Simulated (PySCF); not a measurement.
# How methods differ on the ionisation energy of B

B [He] 2s2 2p1 (2P) → B⁺ [He] 2s2 (1S), as a difference of total energies. Computed with PySCF 2.14 in cc-pVDZ-DK (3s2p1d, 14 functions), with the spin-free X2C one-electron Hamiltonian (Gaussian nucleus). Correlated levels: valence: 1s2 frozen. The calculations carry no spin-orbit coupling.

```tsv
method	ionisation energy (eV)
UHF	8.036
MN15	8.196
M06-L	8.657
MP2 (valence)	8.145
SCS-MP2 (valence)	8.109
CCSD (valence)	8.039
CCSD(T) (valence)	8.061
```

Task: How much does correlation contribute at CCSD(T) (valence)?

Result: 8.061 − (8.036) = 0.025 eV, measured against UHF.

Errors of the correlated levels include the incompleteness of this basis and the frozen core.

The coupled-cluster amplitudes are large for B⁺ (T1 above 0.03 or a double amplitude above 0.15), so a single reference is strained.

For comparison: 8.297 eV (measured; NIST levels, between the centres of gravity of the two terms).
